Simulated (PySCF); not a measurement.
**Electron affinity of C by level of theory**

C⁻ [He] 2s2 2p3 (4S) → C [He] 2s2 2p2 (3P), as a difference of total energies. All numbers are calculated (PySCF 2.14, the non-relativistic Hamiltonian (point nucleus), in aug-cc-pwCVDZ (5s4p2d, 27 functions)). Correlated levels: valence: 1s2 frozen. The calculations carry no spin-orbit coupling.

Problem. Order these methods by the electron affinity they give, lowest first.
A. MP2 (valence)
B. SCS-MP2 (valence)
C. CCSD (valence)
D. UHF

Solution. D (0.469 eV), B (0.921 eV), C (1.094 eV), A (1.190 eV).

Errors of the correlated levels include the incompleteness of this basis and the frozen core.

For comparison: 1.262 eV (measured; photodetachment measurements, as compiled on the Wikipedia data page of electron affinities).
